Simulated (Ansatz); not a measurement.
`FC1CCC1` and `CC1CCC1` differ in one atom or group.

Ansatz, PBE0-D4/def2-TZVP geometries, multiplicity 1. 

```json
{"property": "LUMO energy (ωB97M-V/def2-TZVPP) / eV", "`FC1CCC1`": "2.74"}
{"property": "HOMO–LUMO gap (PBE0/def2-TZVPP) / eV", "`FC1CCC1`": "9.98"}
{"property": "size of the dipole moment (ωB97M-V/def2-TZVPP) / D", "`FC1CCC1`": "1.85"}
{"property": "HOMO–LUMO gap (PBE/def2-TZVPP) / eV", "`FC1CCC1`": "7.66"}
{"property": "LUMO energy (PBE0/def2-TZVPP) / eV", "`FC1CCC1`": "1.30"}
{"property": "HOMO energy (PBE/def2-TZVPP) / eV", "`FC1CCC1`": "-7.16"}
```

Give the same properties after the change, and the shifts. (An estimate is asked.)

Computed: 
| property | `CC1CCC1` | shift |
| --- | --- | --- |
| LUMO energy (ωB97M-V/def2-TZVPP) / eV | 2.71 | -0.03 |
| HOMO–LUMO gap (PBE0/def2-TZVPP) / eV | 9.54 | -0.44 |
| size of the dipole moment (ωB97M-V/def2-TZVPP) / D | 0.10 | -1.75 |
| HOMO–LUMO gap (PBE/def2-TZVPP) / eV | 7.41 | -0.25 |
| LUMO energy (PBE0/def2-TZVPP) / eV | 1.29 | -0.01 |
| HOMO energy (PBE/def2-TZVPP) / eV | -6.92 | 0.24 |

Dipoles are sizes alone; their direction can turn.
